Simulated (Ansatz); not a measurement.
α-phase Ga was calculated with HSE06 (plane waves, PAW; Ansatz, a first-principles code).

Numerical settings: plane-wave cutoff 500 eV, 8×8×6 k mesh (along the axes of the cell as run), Fermi–Dirac smearing 0.1 eV, scalar-relativistic PAW data made under PBE.

Computed at the level's own relaxed cell.

Question: What does this level give for the volume per atom, lattice constant a, lattice parameter b and lattice parameter c?

Answer: 
- volume per atom = 19.61 Å³/atom
- lattice constant a = 4.499 Å
- lattice parameter b = 7.674 Å
- lattice parameter c = 4.544 Å

Note: exact exchange on metals is sensitive to the k mesh and can open a false gap; the run warned that the count of filled bands differs between k points.

The computed numbers hold no vibrational or temperature effects.

Computing time: roughly 40 core-minutes.
